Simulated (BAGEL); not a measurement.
# SiH3SO (SMILES O[SiH2][S]) at ROHF/def2-SVPD (density fitting with qzvpp-jkfit)

Aim: the energy change on altering one bond length of SiH3SO at ROHF/def2-SVPD (density fitting with qzvpp-jkfit), from 2 runs. 

The calculation is run with BAGEL 1.2.2.

## Step 1: The structure to begin with

The species is SiH3SO (6 atoms), meant as a doublet with charge 0. As SMILES, `O[SiH2][S]`. Geometry: relaxed at PBE0-D4/def2-TZVP. This is one conformer, not always the lowest.

Bond lengths: O1–Si2 1.639 Å, Si2–S3 2.114 Å, O1–H4 0.959 Å, Si2–H5 1.491 Å, Si2–H6 1.479 Å. Angles: O1–Si2–S3 115.7°, O1–Si2–H5 112.5°, O1–Si2–H6 104.9°, S3–Si2–H5 101.6°, S3–Si2–H6 110.7°, Si2–O1–H4 117.8°, H5–Si2–H6 111.7°.

## Step 2: A single-point energy at ROHF/def2-SVPD (density fitting with qzvpp-jkfit)

The input, calc.json:

```json
{ "bagel" : [

{
  "title" : "molecule",
  "basis" : "def2-svpd.json",
  "df_basis" : "qzvpp-jkfit",
  "angstrom" : "true",
  "geometry" : [
    { "atom" : "O", "xyz" : [      -0.506200,      -1.252800,       0.071600 ] },
    { "atom" : "Si", "xyz" : [       0.267300,       0.188600,       0.177600 ] },
    { "atom" : "S", "xyz" : [      -0.863300,       1.879100,      -0.400100 ] },
    { "atom" : "H", "xyz" : [      -0.970300,      -1.452500,      -0.743200 ] },
    { "atom" : "H", "xyz" : [       1.434000,       0.278400,      -0.746100 ] },
    { "atom" : "H", "xyz" : [       0.680600,       0.295200,       1.593900 ] }
  ]
},

{
  "title" : "rohf",
  "nopen" : 1
},

{
  "title" : "print",
  "file" : "orbitals.molden",
  "orbitals" : "true"
}

]}
```

The basis set def2-SVPD is read from a file made from the Basis Set Exchange's data (not shown).

Run with:

```console
BAGEL_NUM_THREADS=1 BAGEL calc.json > calc.out
```

What it wrote:

```text
* using 1 threads per process

  ===============================================================
  ===============================================================

  *** Geometry ***

  { "atom" : "O", "xyz" : [     -0.956579,     -2.367449,      0.135304 ] },
  { "atom" : "Si", "xyz" : [      0.505124,      0.356402,      0.335615 ] },
  { "atom" : "S", "xyz" : [     -1.631401,      3.550984,     -0.756079 ] },
  { "atom" : "H", "xyz" : [     -1.833601,     -2.744827,     -1.404444 ] },
  { "atom" : "H", "xyz" : [      2.709867,      0.526100,     -1.409925 ] },
  { "atom" : "H", "xyz" : [      1.286148,      0.557847,      3.012034 ] },

  Number of auxiliary basis functions:      387

  Since a DF basis is specified, we compute 2- and 3-index integrals:
    o Being stored without compression. Storage requirement is 0.030 GB

  Number of basis functions:       98
  Number of electrons      :       41

    * METHOD: MOLECULE                             0.15

  *** Open-shell HF ***

  === Nuclear Repulsion ===
   143.4161038558

      * DIIS with orbital gradients will be used.

  === ROHF iteration (def2-svpd.json) ===
      0       -762.59841220          0.04067492           0.10
      1       -762.75074557          0.03096818           0.10
      2       -762.81188970          0.01925721           0.10
      3       -762.85210516          0.00191493           0.11
      4       -762.85357634          0.00061063           0.11
      5       -762.85381280          0.00020086           0.11
      6       -762.85386581          0.00011813           0.11
      7       -762.85389214          0.00009644           0.10
      8       -762.85392239          0.00007725           0.10
      9       -762.85394667          0.00006788           0.11
     10       -762.85395999          0.00006496           0.10
     11       -762.85398196          0.00006100           0.10
     12       -762.85401794          0.00005382           0.10
     13       -762.85407341          0.00003691           0.11
     14       -762.85410703          0.00002415           0.11
     15       -762.85411720          0.00001721           0.10
     16       -762.85412226          0.00001032           0.11
     17       -762.85412459          0.00000684           0.10
     18       -762.85412546          0.00000415           0.11
     19       -762.85412543          0.00000270           0.10
     20       -762.85412550          0.00000159           0.10
     21       -762.85412548          0.00000079           0.11
     22       -762.85412549          0.00000026           0.10
     23       -762.85412549          0.00000012           0.11
     24       -762.85412549          0.00000009           0.11
     25       -762.85412549          0.00000008           0.11
     26       -762.85412549          0.00000006           0.11
     27       -762.85412549          0.00000005           0.11
     28       -762.85412549          0.00000003           0.11
     29       -762.85412549          0.00000002           0.11
     30       -762.85412550          0.00000001           0.11
     31       -762.85412549          0.00000001           0.11
    * SCF iteration converged.

    * S^2 (ROHF) is 0.7500

    * Permanent dipole moment:
           (   -0.047774,     0.209636,     0.361965) a.u.

    * METHOD: ROHF                                 3.52

    * METHOD: PRINT                                0.02

  ===============================================================
```

It took 3.9 s on 1 thread of Arm Neoverse V1, shared host; peak memory 0.11 GiB.

## Step 3: The distorted shape

The input, job.json:

```json
{ "bagel": [

{
  "title": "molecule",
  "basis": "def2-svpd.json",
  "df_basis": "qzvpp-jkfit",
  "angstrom": true,
  "geometry": [
    { "atom": "O", "xyz": [   -0.892955,   -1.973509,    0.018599 ] },
    { "atom": "Si", "xyz": [    0.267300,    0.188600,    0.177600 ] },
    { "atom": "S", "xyz": [   -0.863300,    1.879100,   -0.400100 ] },
    { "atom": "H", "xyz": [   -1.357055,   -2.173209,   -0.796201 ] },
    { "atom": "H", "xyz": [    1.434000,    0.278400,   -0.746100 ] },
    { "atom": "H", "xyz": [    0.680600,    0.295200,    1.593900 ] }
  ]
},
{
  "title": "rohf",
  "nopen": 1
},
{
  "title": "print",
  "file": "orbitals.molden",
  "orbitals": true
}

]}
```

The basis set def2-SVPD is read from a file made from the Basis Set Exchange's data (not shown).

Run with:

```console
BAGEL_NUM_THREADS=1 BAGEL job.json > job.out
```

What it wrote:

```text
* using 1 threads per process

  ===============================================================
  ===============================================================

  *** Geometry ***

  { "atom" : "O", "xyz" : [     -1.687440,     -3.729392,      0.035147 ] },
  { "atom" : "Si", "xyz" : [      0.505124,      0.356402,      0.335615 ] },
  { "atom" : "S", "xyz" : [     -1.631401,      3.550984,     -0.756079 ] },
  { "atom" : "H", "xyz" : [     -2.564462,     -4.106770,     -1.504602 ] },
  { "atom" : "H", "xyz" : [      2.709867,      0.526100,     -1.409925 ] },
  { "atom" : "H", "xyz" : [      1.286148,      0.557847,      3.012034 ] },

  Number of auxiliary basis functions:      387

  Since a DF basis is specified, we compute 2- and 3-index integrals:
    o Being stored without compression. Storage requirement is 0.030 GB

  Number of basis functions:       98
  Number of electrons      :       41

    * METHOD: MOLECULE                             0.15

  *** Open-shell HF ***

  === Nuclear Repulsion ===
   125.4918082669

      * DIIS with orbital gradients will be used.

  === ROHF iteration (def2-svpd.json) ===
      0       -762.33660878          0.05056948           0.10
      1       -762.30330191          0.06564984           0.10
      2       -762.41047586          0.05127480           0.10
      3       -762.72019124          0.00334316           0.10
      4       -762.72295881          0.00106238           0.10
      5       -762.72341433          0.00036907           0.10
      6       -762.72349607          0.00014536           0.10
      7       -762.72352008          0.00007839           0.10
      8       -762.72353093          0.00005343           0.10
      9       -762.72353703          0.00004514           0.10
[... 20 lines of this table left out ...]
     30       -762.72359073          0.00000005           0.10
     31       -762.72359073          0.00000003           0.10
     32       -762.72359073          0.00000002           0.10
     33       -762.72359073          0.00000001           0.10
    * SCF iteration converged.

    * S^2 (ROHF) is 0.7500

    * Permanent dipole moment:
           (   -0.688284,    -1.309067,     0.237901) a.u.

    * METHOD: ROHF                                 3.61

    * METHOD: PRINT                                0.02

  ===============================================================
```

Wall time 3.9 s (1 thread of Arm Neoverse V1, shared host); peak memory 0.11 GiB.

## Step 4: Outcome

Level: ROHF/def2-SVPD (density fitting with qzvpp-jkfit).

| quantity | value |
| --- | --- |
| first shape: total energy | -762.85413 Eh |
| first shape: dipole moment | 1.07 D |
| first shape: ⟨S²⟩ | 0.750 |
| distorted shape: total energy | -762.72359 Eh |
| distorted shape: dipole moment | 3.81 D |
| distorted shape: ⟨S²⟩ | 0.750 |
| energy change with the O1–Si2 bond stretched from 1.639 to 2.459 Å | 3.552 eV |

What this shows: With the O1–Si2 bond stretched from 1.639 to 2.459 Å the energy rises by 3.55 eV (343 kJ/mol). The first shape isn't relaxed at this level, so the change isn't measured from a minimum.
